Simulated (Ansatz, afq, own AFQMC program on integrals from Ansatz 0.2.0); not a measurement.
Integrals from Ansatz 0.2.0, then the random walk in our own AFQMC program (afq).

```yaml
crystal:
  periodic: [false, false, false]
  atoms:
    - {symbol: Zn, position_ang: [0.543169, 0.750086, 0.365225]}
    - {symbol: H, position_ang: [0.313931, 1.079014, 1.949675]}
basis:
  gaussian: {orbitals: def2-TZVP}
magnetization: {spin_polarized: true, initial_magnetization: 1}
correlation: {method: ccsd_t, electrons: outside_noble_gas, hamiltonian_folder: ham}
```

```sh
$ ansatz run in.yaml --threads 1 --pin off --events-out ev --progress --plain --max-ram 24576MiB --backend cuda --devices 0, --max-vram 18GiB
```

afq runs on the folder ham with

```
--method free --trial cisd --walkers 4000 --time-step 0.03 --max-blocks 4000 --target-error 0.00042 --factor-cut 1e-05 --seed 7433 --times 0,0.21,0.42,0.81,1.2,1.8,2.4,3 --taylor-order 8
```

Times are imaginary, in 1/Eh. The walk had a cap of 73 s.

Output of the walk:

```
orbitals 45  electrons 7 6  factors 352 of 459
reference energy -1778.33772376 Eh
CCSD correlation -0.37837585 Eh in 13 cycles, weight of the determinant in the CISD state 0.9177
repeat  energy at the last time / Eh  error
    10  -1778.724163  0.000340
    20  -1778.723980  0.000242
    30  -1778.723793  0.000190
time / (1/Eh)  energy / Eh  error  mean overlap
  0.00  -1778.716069  0.000083  1.0897
  0.21  -1778.721487  0.000071  1.0878
  0.42  -1778.722839  0.000102  1.0862
  0.81  -1778.723477  0.000074  1.0848
  1.20  -1778.723780  0.000129  1.0823
  1.80  -1778.723978  0.000172  1.0787
  2.40  -1778.724505  0.000162  1.0766
  3.00  -1778.723818  0.000186  1.0747
energy -1778.723818 +/- 0.000186 Eh
```

The run passed its tests (error under three times the target), which doesn't prove that it has relaxed.

Against this walk (error 5.1 meV) on the same determinant: CCSD(T) 17.0 meV lower, CCSDT(Q) 12.5 meV lower. The error is statistical, and a free projection of finite length keeps a remainder of its start. The last points scatter (meV from the last: 9.3 ± 2.0 at 0.81, 1 ± 3 at 1.20, -4 ± 5 at 1.80, -19 ± 4 at 2.40, 0 ± 5 at 3.00); the last is the one printed as the energy, and the gaps above move with that scatter.

Cautions: remainder of the start not in the error; no relativity below Rb; outer-core shells of the metal frozen.

The walk took 33 s on 1 × NVIDIA H100 80GB HBM3 with 2 threads of AMD EPYC 7R13 Processor (Zen 3) (shared host) (the card was shared). The log's last line is the free-projection energy.

CCSDT and higher add their correlation energy to the determinant of the CCSD(T) run, since their own runs factorise the integrals more tightly (a shift of under 2 meV). A walk keeps the symmetry of its determinant, which the program's search chose and which needn't be the lowest solution, so a lower state of the same spin and another symmetry isn't excluded.
